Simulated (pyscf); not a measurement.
**Routes from HO–Si(OH)(F)–F (SMILES O[Si](O)(F)F) + HCl (SMILES Cl)**

Candidate steps break at most two bonds and form at most two. Each was searched with GFN2-xTB (tblite) first. Single points on ωB97X-D3(BJ)/def2-SVP structures (PySCF, gas phase). Energies: ωB97M-D3(BJ)/def2-TZVP, kJ/mol, from the separated reactants, singlet surface.

```json
[
 {"products": "HO–Si(OH)(F)–Cl + HF", "type": "four-centre exchange", "ΔE‡": "159.3", "ΔE": "+55.8", "ΔG‡ 298 K": "207.1", "ΔG‡ 900 K": "308.3", "ν‡ (cm⁻¹)": "622i"},
 {"products": "HO–SiH(OH)–F + F–Cl", "type": "four-centre exchange", "ΔE‡": "628.3", "ΔE": "+443.1", "ΔG‡ 298 K": "670.6", "ΔG‡ 900 K": "764.5", "ν‡ (cm⁻¹)": "1108i"}
]
```

Row 1: On the product side the descent ends in a complex, 29.3 kJ/mol under the separated species and 136.9 kJ/mol under the saddle at ωB97X-D3(BJ)/def2-TZVP. Row 2: On the reactant side the descent ends in a complex (not fully relaxed), 20.0 kJ/mol under the separated species and 653.0 kJ/mol under the saddle at ωB97X-D3(BJ)/def2-TZVP. 

Plain bond fissions and candidates not yet searched are not listed, and one of them may be faster. Each barrier is that of the saddle found; lower ones may exist. One closed-shell reference is unstable to symmetry breaking; treat the single-reference values with care.
